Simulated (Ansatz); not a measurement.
Reaction (homolysis of the H–Si bond): `CO[SiH3]` → H• + `CO[SiH2]`•

Isolated molecules relaxed with PBE0-D4/def2-TZVP in Ansatz; ΔE leaves out vibrations. CCSD(T)/CBS adds triple-zeta CCSD(T) − MP2 to the extrapolated MP2 energy (def2 sets, frozen cores). This one scheme is used for every species, atoms too. DFT in def2-TZVPP. B3LYP here is the variant with VWN-RPA as its local correlation; programs differ in this. HSE06 is defined as in plane-wave codes. No spin–orbit coupling; open shells (•) take unrestricted orbitals.

`CO[SiH3]`:

Cartesian coordinates in Å:
```
C -1.327 -0.302 -0.012
O -0.109 -0.385 0.690
Si 1.289 0.246 0.103
H -1.624 0.740 -0.182
H -2.100 -0.788 0.586
H -1.268 -0.810 -0.982
H 2.333 -0.032 1.115
H 1.158 1.714 -0.118
H 1.649 -0.382 -1.200
```

`CO[SiH2]`•:

Cartesian coordinates in Å:
```
C -0.771 -0.535 0.710
O 0.477 0.093 0.527
Si 0.850 1.027 -0.775
H -0.658 -1.300 1.480
H -1.121 -1.016 -0.211
H -1.528 0.183 1.040
H 2.326 1.212 -0.735
H 0.426 0.336 -2.035
```

```tsv
level	ΔE (kJ/mol)	difference from CCSD(T)/CBS
LDA (SPW92)	415.4	4.5
revPBE-D4	375.2	-35.7
BLYP-D4	388.0	-22.9
r2SCAN-D4	386.6	-24.3
B97M-V	400.6	-10.3
PBE0-D4	385.5	-25.4
B3LYP-D4	398.6	-12.3
r2SCANh-D4	388.0	-22.9
HSE06-D4	385.5	-25.4
BHLYP-D4	403.2	-7.7
CAM-B3LYP-D4	402.3	-8.6
ωB97X-V	406.6	-4.3
ωB97M-V	409.1	-1.8
B2PLYP	399.3	-11.6
PBE-QIDH	394.6	-16.3
PBE	377.8	-33.1
revPBE	372.7	-38.2
BLYP	386.6	-24.3
r2SCAN	386.4	-24.5
PBE0	384.9	-26.0
r2SCANh	387.7	-23.2
r2SCAN0	389.7	-21.2
HSE06	385.0	-25.9
BHLYP	402.7	-8.2
CAM-B3LYP	401.8	-9.1
LC-ωPBE	388.3	-22.6
HF/def2-SVP	327.0	-83.9
MP2/def2-SVP	381.5	-29.4
CCSD/def2-SVP	392.5	-18.4
CCSD(T)/def2-SVP	392.2	-18.7
HF/def2-TZVPP	326.1	-84.8
MP2/def2-TZVPP	394.2	-16.7
SCS-MP2/def2-TZVPP	407.3	-3.6
CCSD/def2-TZVPP	404.0	-6.9
CCSD(T)/def2-TZVPP	403.7	-7.2
HF/def2-QZVPP	325.9	-85.0
MP2/def2-QZVPP	398.2	-12.7
HF/CBS(def2)	325.9	-85.0
MP2/CBS(def2)	401.4	-9.5
CCSD/CBS(def2)	411.2	0.3
CCSD(T)/CBS	410.9	0
```

Largest T1 diagnostic among the species: 0.015.

From BLYP to BHLYP (50 % exact exchange), in def2-TZVPP and without D4, ΔE moves by +16.1 kJ/mol. At CCSD(T), def2-SVP lies −18.7 kJ/mol from the extrapolated value and def2-TZVPP −7.2 kJ/mol: correlation converges slowly with the basis, and small sets miss more of it in the bonded molecule than in its fragments. Leaving LDA and LC-ωPBE aside and taking each functional with its dispersion term where it has one, the values spread over 33.9 kJ/mol, from revPBE-D4 to ωB97M-V. LDA lies +37.5 kJ/mol from PBE without D4, its usual overbinding.
